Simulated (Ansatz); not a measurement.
Input file:

```yaml
crystal:
  periodic: [false, false, false]
  atoms:
    - {symbol: Al, position_ang: [0.000000, 0.000000, 0.000000]}
    - {symbol: H, position_ang: [0.688888, 1.564166, 0.694141]}
    - {symbol: H, position_ang: [-0.693073, -1.560825, 0.697489]}
    - {symbol: H, position_ang: [-0.698554, 1.556504, -0.701663]}
    - {symbol: H, position_ang: [0.702739, -1.559846, -0.689966]}
basis:
  gaussian: {orbitals: cc-pVDZ}
total_charge: 1
magnetization: {spin_polarized: false, initial_magnetization: 2}
correlation: {method: fci, electrons: outside_noble_gas}
```

```sh
$ ansatz run in.yaml --threads 1 --pin off --events-out ev --progress --plain --max-ram 2393MiB
```

Log:

```
727 factors; integrals over basis functions are off by at most 1.3e-7 eV
mean field evaluation 1: about -6631.8398 eV, gradient 6.9e0 eV
mean field evaluation 2: about -6631.8412 eV, gradient 6.9e0 eV
mean field evaluation 4: about -6632.2903 eV, gradient 1.9e-1 eV
mean field evaluation 8: about -6632.2904 eV, gradient 1.6e-4 eV
mean field evaluation 16: about -6631.1162 eV, gradient 6.4e0 eV
mean field -6632.29041747 eV, -243.7321773141 hartree, gradient 2.4e-6 eV, S^2 2.000000; 2 other end points of the search recorded, 0 dependent functions left out
5 core orbitals not correlated: weight in the atoms' cores, before any rotation towards them, 1.000 or more for the frozen orbitals, at most 0.000 for the correlated occupied ones
reference -6632.29041747 eV, -243.7321773141 hartree; 4, 2 occupied and 29, 31 virtual orbitals, 727 factors
state -6635.32997446 eV, -243.8438789731 hartree
Total energy: -6635.32997446 eV, -243.8438789731 hartree
```

Natural occupations: 1.9397 1.9068 0.9943 0.9943 0.0643 0.0220 0.0191 0.0191 0.0059 0.0059 0.0044 0.0044 0.0032 0.0032 0.0032 0.0030 0.0023 0.0009 0.0005 0.0005 0.0005 0.0004 0.0004 0.0004.

Ran on 1 thread of Arm Neoverse V2, shared host: 67 s wall, 0.8 GiB peak host memory.
